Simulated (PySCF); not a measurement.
Assigning NMR signals

Structure with atom numbers: `[CH3:1][CH2:2][O:3][CH:4]([CH3:5])[CH3:6]` (H(Xn): hydrogen on atom n).

Computational details: σ from GIAO-B97-2/pcSseg-2, coordinates at the PBE0-D3(BJ)/def2-TZVP level, in PySCF 2.14.0 with density-fitted response routines (equivalent nuclei averaged, single conformer, isolated molecule, no relativistic terms).

References, each an isolated molecule treated in the same way: 13C (σref 185.38), 1H (σref 31.64) against TMS.

Question: Assign these signals to the numbered atoms. 13C{1H} NMR (computed): δ 77.4, 68.8, 23.7, 18.4.

Answer: 
| δ (ppm) | atoms | environment | reason |
| --- | --- | --- | --- |
| 77.4 | C4 | sp3 CH bonded to O | the inductive effect lowers its shielding |
| 68.8 | C2 | sp3 CH2 bonded to O | the inductive effect lowers its shielding |
| 23.7 | C5/C6 | methyl carbon | a saturated carbon with 1 carbon neighbour and no heteroatom attached |
| 18.4 | C1 | methyl carbon | – |

Question: Assign these signals to the numbered atoms. 1H NMR (300 MHz, computed): δ 3.49 (sept, 1H), 3.46 (q, 2H), 1.19 (t, 3H), 1.12 (d, 6H).

Answer: 
3.49 → H(C4), hydrogen on an sp3 CH bonded to O: its carbon carries O, hence the downfield position
3.46 → H(C2), hydrogen on an sp3 CH2 bonded to O: its carbon carries O, which withdraws density
1.19 → H(C1), hydrogen on a methyl carbon
1.12 → H(C5)/H(C6), hydrogen on a methyl carbon

H(C4) and H(C2); H(C1) and H(C5)/H(C6) lie closer than the usual error of such a calculation, so a measured spectrum could show them in the other order.

Shifts are as computed. Against solution values, carbons near 30 ppm lie about +3 ppm off and those near 130 ppm about +7 ppm. Of 1309 compounds with measured shifts, 239 miss one by over three times the rms of a fit or turn the order of signals round; such compounds aren't used in these exercises. No couplings were computed; multiplicities are counted from neighbouring protons, with m where these are inequivalent, close in shift, in a saturated or five-membered ring or joined by F or P, and br s for small geminal =CH2 splittings.
